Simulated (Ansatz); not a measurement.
## One element changed: vertical spin gaps of C₂HGe, Si2GeH

Ansatz 0.2.0, basis cc-pVDZ; geometries are PBE0/def2-TZVP minima. Wave-function levels freeze the cores with the filled d shells of p-block atoms; HF, MP2 and coupled cluster are restricted for singlets and unrestricted otherwise, restricted open-shell where a d shell is frozen, Kohn–Sham unrestricted where that lies lower. The reference is CCSDT(Q) (coupled cluster only where its series has nearly closed). Semilocal and hybrid functionals correlate all electrons outside any core potential and usually lie nearer their basis limit than the reference, so part of their error here is the reference's basis and frozen-core error; RPA and the MP2 part of double hybrids freeze the same cores as the reference. An error is the level's value less the reference. None of these values is a measured one. Energies are electronic, without zero-point terms. No spin–orbit coupling and no scalar relativity. The set is small: such energies can lie up to about 0.3 eV from the limit, spin gaps mostly less, so near ties and functionals' places can change in larger sets. The species are chosen: bound, without strong static correlation by their natural occupations or amplitudes, in their lowest spin state as far as vertical gaps and like structures tell, and with a ladder that closes on the reference, so errors are smaller than for species at large; levels whose determinant breaks symmetry or spin markedly are left out.

| species | bonds (Å) | quantity | symmetry of the states | reference | value (eV) | error HF | error CCSD(T) | error PBE | error B3LYP | error wB97M-V |
| --- | --- | --- | --- | --- | --- | --- | --- | --- | --- | --- |
| C2HGe, doublet | C–Ge 1.968/2.004, C–C 1.294, C–H 1.079, angles at Ge 38°, angles at C 69/139/151°, angles at C 73° | quartet less doublet, vertical | A' / A'' | CCSDT(Q) | 2.907 | -0.444 | 0.014 | 0.184 | 0.339 | 0.321 |
| Si2GeH, doublet | Si–Ge 2.208/2.436, Si–Si 2.320, Si–H 1.492, angles at Si 65/129/166°, angles at Ge 60°, angles at Si 55° | quartet less doublet, vertical | A' / A'' | CCSDT(Q) | 1.854 | -0.366 | 0.002 | 0.019 | 0.109 | 0.216 |

The reference falls from C to Si, by 1.053 eV in all.
